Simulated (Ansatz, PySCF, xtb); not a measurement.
Homolysis of single bonds, series Si Cl-OH. All species are isolated molecules in the gas phase. One relaxed conformer stands for each flexible species; it need not be the lowest. Strings in code marks are SMILES. Quantity: homolytic bond dissociation enthalpy at 298 K (no spin–orbit term). Enthalpy corrections at 298 K come from GFN2-xTB frequencies (xtb). Level 1: PBE-D3(BJ)/def2-TZVP // M06-2X/def2-TZVP (PySCF). Level 2: frozen-core CCSD(T)/cc-pVTZ // M06-2X/def2-TZVP (Ansatz, an electronic-structure program).

```tsv
case	level 1 (kcal/mol)	level 2 (kcal/mol)
Cl–Si bond of `Cl[Si](Cl)(Cl)Cl`, giving `Cl[Si](Cl)Cl` and `[Cl]`	106.9	withheld
Si–Cl bond of `O[Si](Cl)(Cl)Cl`, giving `O[Si](Cl)Cl` (H–O–Si–Cl torsion 155°) and `[Cl]`	109.7	108.2
Si–Cl bond of `O[Si](O)(O)Cl`, giving `O[Si](O)O` and `[Cl]`	116.7	116.1
O–Si bond of `O[Si](Cl)(Cl)Cl`, giving `Cl[Si](Cl)Cl` and `[OH]`	124.6	126.4
O–Si bond of `O[Si](O)(O)Cl`, giving `O[Si](O)Cl` (H–O–Si–Cl torsion 103°, Cl–Si–O–H torsion 43°) and `[OH]`	130.4	132.9
O–Si bond of `O[Si](O)(O)O`, giving `O[Si](O)O` and `[OH]`	133.0	136.0
```

**Question.** Fit level 2 = a + b·x to the 5 complete rows by least squares, with x = level 1 in kcal/mol. Give a, b and the rms residual, and predict the withheld value.

**Answer.** Means of the 5 rows: x̄ = 122.88, ȳ = 123.92 kcal/mol. Σ(x − x̄)² = 373.83 and Σ(x − x̄)(y − ȳ) = 449.56, so b = 1.203 and a = ȳ − b·x̄ = -23.90 kcal/mol. The rms residual is 0.26 kcal/mol. At x = 106.9 the line gives 104.7 kcal/mol, outside the range of the fitted rows. The run for Cl–Si bond of `Cl[Si](Cl)(Cl)Cl`, giving `Cl[Si](Cl)Cl` and `[Cl]` gave 104.8 kcal/mol, so the line is off by 0.1 kcal/mol, within twice the rms residual.

Codes: Ansatz, PySCF, xtb.
